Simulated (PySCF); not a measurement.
**[H···H···BH2], doublet: reading a ladder of total energies**

All five atoms lie in one plane.

Geometry: a point of a hydrogen-transfer path between rigid fragments, not a stationary point.

| atom | x (Å) | y (Å) | z (Å) |
| --- | --- | --- | --- |
| H | -2.2119 | 0.0000 | 0.0000 |
| H | -1.4669 | 0.0000 | 0.0000 |
| B | 0.2091 | 0.0000 | 0.0000 |
| H | 0.7182 | 0.0000 | 1.0770 |
| H | 0.7182 | 0.0000 | -1.0770 |

Basis 6-31G; PySCF 2.14.0. Correlated methods freeze the noble-gas cores, which leaves 7 electrons in 16 orbitals. R marks a restricted (for open shells ROHF) determinant, U an unrestricted one.

Full CI is exact within this basis and frozen core; it isn't the basis-set limit. The frozen core follows each run's orbitals, which can shift R against U totals by a few meV.

Restricted and unrestricted runs freeze slightly different cores, so the step to full CI, which has another core, is uncertain by up to 0.1 kcal/mol.

| level | total energy (hartree) |
| --- | --- |
| UHF | -26.839013 |
| UMP2 | -26.897218 |
| UCCSD | -26.918774 |
| UCCSD(T) | -26.919637 |
| UCCSDT | -26.919988 |
| full CI | -26.920010 |

Question: What is the correlation energy at full CI, and what share of it do UMP2 and UCCSD(T) recover?

Answer: E(corr) = -26.920010 − (-26.839013) = -0.080997 hartree = -2.204 eV. UMP2: -0.058205 / -0.080997 = 71.86 %. UCCSD(T): -0.080624 / -0.080997 = 99.54 %.

Question: By how many kcal/mol does UCCSD(T) miss full CI (1 hartree = 627.509 kcal/mol), and which steps make up the rest?

Answer: -26.919637 − (-26.920010) = 0.000373 hartree = 0.23 kcal/mol. Steps: UCCSDT − UCCSD(T) = -0.22, full CI − UCCSDT = -0.01 kcal/mol. That is within 1 kcal/mol of the reference in this basis, which itself misses far more of the correlation at the basis-set limit.
